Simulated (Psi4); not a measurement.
# A ladder of methods for C2H2 (acetylene)

C2H2 has 4 atoms, charge 0, and is taken as a singlet. SMILES: `C#C`. The shape was relaxed beforehand at PBE0/def2-TZVP.

Quantity: the HOMO–LUMO gap, in eV. The values are calculated.

```
                                 level                    kind  program  value (eV)  CPU time
   PBE-D4/def2-TZVPP (density fitting)                     GGA     Psi4        6.98      22 s
r2SCAN-D4/def2-TZVPP (density fitting)                meta-GGA     Psi4        7.57      40 s
 B3LYP-D4/def2-TZVPP (density fitting)           global hybrid     Psi4        8.76      19 s
  PBE0-D4/def2-TZVPP (density fitting)           global hybrid     Psi4        9.30      22 s
  wB97M-V/def2-TZVPP (density fitting)  range-separated hybrid     Psi4       13.74      50 s
```

The values span 6.98 to 13.74 eV. Orbital gaps aren't excitation energies; they tend to grow with the share of exact exchange. CPU times are rough (shared hosts, several kinds of processor): they show what a rung costs within a factor of a few.
